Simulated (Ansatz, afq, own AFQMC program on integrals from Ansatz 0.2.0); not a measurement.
Integrals from Ansatz 0.2.0, then the random walk in our own AFQMC program (afq).

```yaml
crystal:
  periodic: [false, false, false]
  atoms:
    - {symbol: Si, position_ang: [-0.875723, 0.000000, 0.000000]}
    - {symbol: H, position_ang: [-1.370595, 1.399708, 0.000000]}
    - {symbol: H, position_ang: [-1.370595, -0.699854, 1.212183]}
    - {symbol: H, position_ang: [-1.370595, -0.699854, -1.212183]}
    - {symbol: H, position_ang: [0.758277, 0.000000, 0.000000]}
    - {symbol: N, position_ang: [1.997277, 0.000000, 0.000000]}
basis:
  gaussian: {orbitals: cc-pVTZ}
magnetization: {spin_polarized: true, initial_magnetization: 3}
correlation: {method: ccsd_t, electrons: outside_noble_gas, hamiltonian_folder: ham}
```

```sh
$ ansatz run in.yaml --threads 1 --pin off --events-out ev --progress --plain --max-ram 16896MiB --backend cuda --devices 0, --max-vram 18GiB
```

Options of the walk:

```
--method phaseless --trial hf --walkers 600 --populations 10 --least-time 40 --time-step 0.005 --steps-per-block 20 --equilibration-blocks 112 --max-blocks 4000 --target-error 0.001050 --factor-cut 1e-05 --start spin_pure --seed 8149 --taylor-order 6
```

Times are imaginary, in 1/Eh. The walk had a cap of 92 s. With eight or more populations the least sampling time is a fifth of least-time, and the error comes from their spread.

Log:

```
orbitals 114  electrons 8 5  factors 681 of 685
reference energy -345.59635639 Eh
CCSD correlation -0.30829205 Eh in 12 cycles, weight of the determinant in the CISD state 0.8700
energy of the start -345.597328 Eh
 block  time / (1/Eh)  mean weight  energy / Eh
     1     0.100  1.0024  -345.680471
     2     0.200  1.0026  -345.730602
     3     0.300  1.0017  -345.767424
     4     0.400  1.0014  -345.792060
     5     0.500  1.0016  -345.820212
     8     0.800  1.0002  -345.852909
    11     1.100  0.9999  -345.868036
    26     2.600  0.9995  -345.908980
    41     4.100  0.9995  -345.906532
    56     5.600  1.0008  -345.929562
    71     7.100  1.0002  -345.921030
    86     8.600  1.0011  -345.919781
   101    10.100  1.0005  -345.924384
   116    11.600  1.0001  -345.918652
   131    13.100  0.9999  -345.913412
   146    14.600  1.0003  -345.931849
   161    16.100  1.0002  -345.924945
   176    17.600  0.9992  -345.903947
   181    18.100  0.9996  -345.934936
   191    19.100  1.0000  -345.924358
   201    20.100  1.0000  -345.908842
error from the spread of 10 populations
energy -345.917398 +/- 0.000943 Eh
(rows thinned)
```

The run passed its tests (sampling time, drift between the halves within three errors, error under three times the target), which doesn't prove that it has relaxed.

Against this walk (error 25.6 meV) on the same determinant: CCSD(T) 100.5 meV higher, the released energy of a separate walk with a CISD trial 47.6 ± 26.9 meV higher (within the noise), a separate phaseless walk with a CISD trial and standard settings 61.1 ± 26.3 meV higher. The error is statistical and leaves out the bias of the constraint.

Cautions: constraint bias not in the error; lower spins were not checked.

The walk took 26 s on 1 × NVIDIA H100 80GB HBM3 with 2 threads of AMD EPYC 7R13 Processor (Zen 3), with other jobs on the host (the card was shared). The log's last line is the phaseless energy.

A walk keeps the symmetry of its determinant, which the program's search chose and which needn't be the lowest solution, so a lower state of the same spin and another symmetry isn't excluded.
